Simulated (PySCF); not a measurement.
# Spin–spin coupling constants

Geometry (Å), atoms numbered from 1 in this order:
```xyz
4

O    -0.8847   -0.8541   -0.0014
C    -0.0888    0.0053   -0.0056
F     1.2298   -0.2387   -0.0072
H    -0.2461    1.0922   -0.0087
```

Couplings: B3LYP/pcJ-1 in PySCF, geometry GFN2-xTB; gas phase, one conformer, non-relativistic. Couplings are averaged over pairs made equivalent by symmetry, fast rotation or ring inversion, so a value needn't be that of the named pair in this geometry, while other rotamers aren't included; one pair stands for each set, and the list holds those of at least 1.5 Hz over up to four bonds. One-bond C–F couplings come out tens of Hz too large with common functionals.

Isotopes: 13C, 19F, 1H, 17O. Couplings to quadrupolar nuclei such as 17O and 33S are rarely resolved in practice.

```
  pair  bonds  J (Hz)
O1, C2      1       ?
C2, F3      1       ?
C2, H4      1   265.2
O1, F3      2    74.0
O1, H4      2   -10.3
F3, H4      2   190.8
```

Question: Estimate the withheld couplings, with signs.

Answer: 
- 1J(O1,C2) = 19.6 Hz (bond length 1.171 Å)
- 1J(C2,F3) = -438.3 Hz (bond length 1.341 Å)
